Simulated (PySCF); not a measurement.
# Continuum solvent and chemical shifts

Atom-mapped SMILES (the numbers label the heavy atoms): `[CH3:1][N:2]([CH3:3])[c:4]1[cH:5][cH:6][c:7]([C:8]#[N:9])[cH:10][cH:11]1`. Hydrogens are named by the atom that carries them.

GIAO PBE0/pcSseg-1 in PySCF 2.14 on one PBE0-D3(BJ)/def2-SVP conformer, non-relativistic, equivalent nuclei averaged. Solvents enter as an IEF-PCM continuum (cyclohexane with ε = 2.0, chloroform with ε = 4.7) around the gas-phase geometry. Shifts are referred to TMS computed in the same medium.

In cyclohexane, δ in ppm: C4 154.2, C6/C10 141.0, C8 127.6, C5/C11 114.6, C7 101.4, C1/C3 41.6, H(C6)/H(C10) 7.65, H(C5)/H(C11) 6.55, H(C1)/H(C3) 3.03. Dipole moment 9.01 D.

Q: How does each δ change in the more polar medium?

A: 
| atoms | environment | Δδ, chloroform |
| --- | --- | --- |
| C4 | aromatic carbon bearing nitrogen | +1.1 |
| C6/C10 | aromatic CH | +0.4 |
| C8 | nitrile carbon | +2.1 |
| C5/C11 | aromatic CH | +0.8 |
| C7 | substituted aromatic carbon | -1.8 |
| C1/C3 | methyl carbon bonded to N | +0.2 |
| H(C6)/H(C10) | hydrogen on an aromatic CH | +0.06 |
| H(C5)/H(C11) | hydrogen on an aromatic CH | +0.11 |
| H(C1)/H(C3) | hydrogen on a methyl carbon bonded to N | +0.05 |

Changes are relative to cyclohexane. The dipole moment becomes 9.86 D in chloroform.

Q: Which nuclei move most (in ppm), and what does the model miss?

A: C8 (nitrile carbon, +2.1 ppm) in chloroform. A continuum only polarises the solute; specific hydrogen bonds, the anisotropy of aromatic solvents and changes of geometry or conformer are outside it.
